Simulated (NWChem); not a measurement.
The numbers come from NWChem runs, not from measurements. System: hydrogen chloride (HCl), charge 0, spin multiplicity 1, at a geometry optimised with PBE0/def2-SVP. Level: RHF/6-311G** (spherical d).

Input file:

```
start mol
memory heap 200 mb stack 900 mb global 1100 mb
geometry units angstroms nocenter noautoz
  Cl     0.000000     0.000000     0.071399
  H      0.000000     0.000000    -1.213790
  symmetry group C2v
end
basis spherical
  * library 6-311g**
end
scf
  rhf
  nopen 0
  maxiter 100
  thresh 1e-7
  semidirect memsize 60000000 filesize 0
end
task scf energy
```

Output (cleaned and shortened):

```
             Northwest Computational Chemistry Package (NWChem) 7.3.0
             --------------------------------------------------------

                                NWChem Input Module
                                -------------------

 Scaling coordinates for geometry "geometry" by  1.889725989
 (inverse scale =  0.529177249)

 Turning off AUTOSYM since
 SYMMETRY directive was detected!

                             Geometry "geometry" -> ""
                             -------------------------

 Output coordinates in angstroms (scale by  1.889725989 to convert to a.u.)

  No.       Tag          Charge          X              Y              Z
 ---- ---------------- ---------- -------------- -------------- --------------
    1 Cl                  17.0000     0.00000000     0.00000000     0.07139900
    2 H                    1.0000     0.00000000     0.00000000    -1.21379000

 Effective nuclear repulsion energy (a.u.)       6.9997589716

            Nuclear Dipole moment (a.u.)
            ----------------------------
        X                 Y               Z
 ---------------- ---------------- ----------------
     0.0000000000     0.0000000000    -0.0000132281

      Symmetry information
      --------------------

 Group name             C2v
 Group number             16
 Group order               4
 No. of unique centers     2

      Symmetry unique atoms

     1    2


 Summary of "ao basis" -> "" (spherical)
 ------------------------------------------------------------------------------
       Tag                 Description            Shells   Functions and Types
 ---------------- ------------------------------  ------  ---------------------
 *                          6-311g**                  on all atoms

 Summary of "ao basis" -> "ao basis" (spherical)
 ------------------------------------------------------------------------------
       Tag                 Description            Shells   Functions and Types
 ---------------- ------------------------------  ------  ---------------------
 Cl                         6-311g**                12       26   6s5p1d
[...]
     6      0.284434  1 Cl s                  9     -0.278001  1 Cl pz
    15      0.199881  1 Cl pz                 5      0.180449  1 Cl s
    21      0.161031  1 Cl pz                27     -0.152242  2 H  s

 Vector    8  Occ=2.000000D+00  E=-4.780323D-01  Symmetry=b2
              MO Center=  1.8D-33, -1.3D-15,  5.3D-02, r^2= 1.2D+00
   Bfn.  Coefficient  Atom+Function         Bfn.  Coefficient  Atom+Function
  ----- ------------  ---------------      ----- ------------  ---------------
    17      0.596956  1 Cl py                 8     -0.335074  1 Cl py
    20      0.336734  1 Cl py                14      0.241325  1 Cl py

 Vector    9  Occ=2.000000D+00  E=-4.780323D-01  Symmetry=b1
              MO Center= -1.6D-16,  1.5D-33,  5.3D-02, r^2= 1.2D+00
   Bfn.  Coefficient  Atom+Function         Bfn.  Coefficient  Atom+Function
  ----- ------------  ---------------      ----- ------------  ---------------
    16      0.596956  1 Cl px                 7     -0.335074  1 Cl px
    19      0.336734  1 Cl px                13      0.241325  1 Cl px

 Vector   10  Occ=0.000000D+00  E= 1.207078D-01  Symmetry=a1
              MO Center= -6.1D-17,  1.2D-15, -9.7D-01, r^2= 3.7D+00
   Bfn.  Coefficient  Atom+Function         Bfn.  Coefficient  Atom+Function
  ----- ------------  ---------------      ----- ------------  ---------------
    29      1.696030  2 H  s                  6     -1.005751  1 Cl s
    21      0.823682  1 Cl pz                18      0.234563  1 Cl pz

 Vector   11  Occ=0.000000D+00  E= 3.153427D-01  Symmetry=a1
              MO Center= -7.7D-15,  1.9D-15, -4.1D-01, r^2= 3.6D+00
   Bfn.  Coefficient  Atom+Function         Bfn.  Coefficient  Atom+Function
  ----- ------------  ---------------      ----- ------------  ---------------
    28      1.224636  2 H  s                 21      0.953749  1 Cl pz
    29     -0.671072  2 H  s                  6     -0.254296  1 Cl s

 Vector   12  Occ=0.000000D+00  E= 4.174127D-01  Symmetry=b1
              MO Center=  8.8D-15, -2.0D-33,  7.1D-02, r^2= 3.7D+00
   Bfn.  Coefficient  Atom+Function         Bfn.  Coefficient  Atom+Function
  ----- ------------  ---------------      ----- ------------  ---------------
    19      1.253973  1 Cl px                16     -0.979219  1 Cl px
     7      0.189012  1 Cl px

 center of mass
 --------------
 x =   0.00000000 y =   0.00000000 z =   0.06688993

 moments of inertia (a.u.)
 ------------------
           5.777994518185           0.000000000000           0.000000000000
           0.000000000000           5.777994518185           0.000000000000
           0.000000000000           0.000000000000           0.000000000000

  Mulliken analysis of the total density
  --------------------------------------

    Atom       Charge   Shell Charges
 -----------   ------   -------------------------------------------------------
    1 Cl  17    17.17   0.78  1.19  0.91  1.08  0.98  1.00  7.41 -1.49  1.01  3.01  1.28  0.02
    2 H    1     0.83   0.22  0.54  0.02  0.05

       Multipole analysis of the density wrt the origin
       ------------------------------------------------

     L   x y z        total         open         nuclear
     -   - - -        -----         ----         -------
     0   0 0 0     -0.000000      0.000000     18.000000

     1   1 0 0     -0.000000      0.000000      0.000000
     1   0 1 0      0.000000      0.000000      0.000000
     1   0 0 1     -0.578487      0.000000     -0.000013

     2   2 0 0    -10.635402      0.000000      0.000000
     2   1 1 0      0.000000      0.000000      0.000000
     2   1 0 1      0.000000      0.000000      0.000000
     2   0 2 0    -10.635402      0.000000      0.000000
     2   0 1 1     -0.000000      0.000000      0.000000
     2   0 0 2     -7.782788      0.000000      5.570678

 Task  times  cpu:        0.2s     wall:        0.2s

 Total times  cpu:        0.2s     wall:        0.2s
```
